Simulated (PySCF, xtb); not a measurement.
C4H5N, SMILES c1cc[nH]c1.

Harmonic wavenumbers (cm⁻¹) from xtb with GFN2-xTB at its own minimum, in rising order: 530, 587, 615, 759, 773, 822, 829, 842, 843, 1052, 1073, 1099, 1135, 1211, 1223, 1409, 1431, 1455, 1557, 3155, 3157, 3166, 3176, 3480.

Question: What does B3LYP-D3(BJ)/def2-SVP in PySCF give at its own minimum? (The exact figures need the calculation; the answer reports its results.)

Answer: 518, 632, 646, 699, 731, 850, 877, 897, 901, 1028, 1059, 1088, 1154, 1187, 1303, 1434, 1470, 1510, 1584, 3234, 3245, 3260, 3265, 3667. Paired by order, the mean absolute difference is 51 cm⁻¹ and the zero-point energies are 50.6 and 51.8 kcal/mol.
